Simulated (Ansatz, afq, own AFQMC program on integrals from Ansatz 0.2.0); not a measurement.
**Where AFQMC and coupled cluster stand for CH3B, singlet**

```json
{"atom": "B", "x (Å)": "0.0000", "y (Å)": "0.0000", "z (Å)": "1.9643"}
{"atom": "C", "x (Å)": "0.0000", "y (Å)": "0.0000", "z (Å)": "-1.6557"}
{"atom": "H", "x (Å)": "0.0000", "y (Å)": "0.0000", "z (Å)": "3.1396"}
{"atom": "H", "x (Å)": "0.0000", "y (Å)": "0.9159", "z (Å)": "-2.2396"}
{"atom": "H", "x (Å)": "0.0000", "y (Å)": "-0.9159", "z (Å)": "-2.2396"}
```

Connectivity, by distances: BH ··· CH2.

Basis cc-pVDZ. Noble-gas cores (and the filled d shells of Ga–Kr and In–Xe) are frozen. Ansatz 0.2.0 and our own AFQMC program on the same integrals; the CISD trial comes from CCSD amplitudes, and released means the phaseless constraint is let go. ± is one standard error of the sampling.

Determinant: RHF, the one that the program's search chose, which needn't be the lowest solution. The geometry is a point of a scan.

No full CI on the walks' own integrals is used here; CCSDT(Q) serves as the reference and is uncertain by about the last step of the cluster series.

Cautions: higher spins were not checked; restricted determinant unstable towards unrestricted (UHF 1.20 eV lower, ⟨S²⟩ 2.00); the ph-AFQMC/HF walk drifts between its halves (2.8 errors); CCSDT(Q) on the UHF determinant differs (694 meV lower), perhaps since the unrestricted series falls towards higher spin.

The T1 diagnostic is 0.0101. The weight of the determinant in the CISD state is 0.838 and the size of the correlated space is 10 electrons in 41 orbitals.

Reference: CCSDT(Q), correlation energy -6.364 eV. The released energy is read at 0.99 1/Eh, later times being too noisy (meV from the phaseless value at times in 1/Eh: -42 ± 17 at 0.24, -30 ± 18 at 0.51, -11 ± 24 at 0.99, -10 ± 40 at 1.62, 10 ± 39 at 2.40).

```tsv
level	E − E(reference) (mEh)	share of correlation (%)
HF	233.87	0.00
MP2	62.96	73.08
CCSD	6.46	97.24
CCSD(T)	1.71	99.27
CCSDT	0.22	99.90
ph-AFQMC/HF	-2.89 ± 2.50	101.24
ph-AFQMC/CISD	0.40 ± 0.64	99.83
released AFQMC	-0.02 ± 0.86	100.01
```

A walk keeps the symmetry of its determinant, which the program's search chose and which needn't be the lowest solution, so a lower state of the same spin and another symmetry isn't excluded. Released energies are given only where the last usable release times agree within the noise; a slower fall can still hide under it.
